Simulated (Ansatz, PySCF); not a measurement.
Barrier height from CH4 (SMILES C) + HN to the transition structure CH5N, without zero-point energy, on the benchmark's geometries as Psi4's copy of the set gives them.
Transition structure (charge 0, multiplicity 3):
```tsv
atom	x (Å)	y (Å)	z (Å)
C	-1.1996	-0.0111	0.0000
N	1.4007	0.1299	0.0000
H	-1.4267	-0.5129	0.9331
H	-1.4199	-0.5914	-0.8881
H	-1.5202	1.0228	-0.0458
H	0.1889	0.1269	0.0010
H	1.5703	-0.8877	-0.0001
```

Open shells are unrestricted; no spin–orbit coupling.

Cores are frozen in the correlated methods.

Codes used: Ansatz (a program for electronic structure); PySCF for the dispersion terms. 

Question: One of these levels gives 19.52 kcal/mol for the barrier height. Which?
(A) B2PLYP-D4/def2-TZVPPD
(B) B97M-V/def2-TZVPPD
(C) SCS-MP2/cc-pVDZ
(D) PBE/def2-TZVPPD

Answer: A, B2PLYP-D4/def2-TZVPPD. The others give 10.71 (PBE/def2-TZVPPD), 16.91 (B97M-V/def2-TZVPPD), 28.67 (SCS-MP2/cc-pVDZ)
